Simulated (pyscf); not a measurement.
F–GeH(F)–F -> hydrogen fluoride (HF) + F–Ge:–F [singlet], a 1,1-elimination (singlet surface; F–Ge, Ge–H broken, F–H formed). Single points on ωB97X-D3(BJ)/def2-SVP structures (PySCF, gas phase). Correlated levels are frozen-core, on RHF or UHF. ΔMP2 is the change of the MP2 total energy from the triple- to the quadruple-zeta basis. Energies in eV from the reactant's lowest minimum found.

Small-basis levels: PySCF, no dispersion term, spherical d functions. 

**Question.** In single points MP2/6-31G*+LANL2DZ puts the saddle at 3.07 eV and the reaction energy at +1.70 eV. Should these be trusted to within a few kcal/mol? Compare with CCSD(T)/def2-TZVPP + ΔMP2(QZVPP).

**Answer.** CCSD(T)/def2-TZVPP + ΔMP2(QZVPP) gives ΔE‡ = 2.68 eV and ΔE = +1.05 eV. MP2/6-31G*+LANL2DZ lies 0.39 eV over it in the barrier and 0.64 eV over it in the reaction energy, so on this step it does not hold to within 0.13 eV. CCSD(T)/def2-TZVPP + ΔMP2(QZVPP) has limits of its own. One saddle was located; it need not be the lowest between these sides. The CCSD(T) − MP2 part came from Ansatz, without density fitting, on the same reference. The frozen core leaves the outer d or s,p core shells of the metals and heavy elements correlated in the MP2 and CC values, and def2-TZVPP describes them poorly, which can shift differences by a few kcal/mol. In the def2 sets elements up to Kr have no core potential.
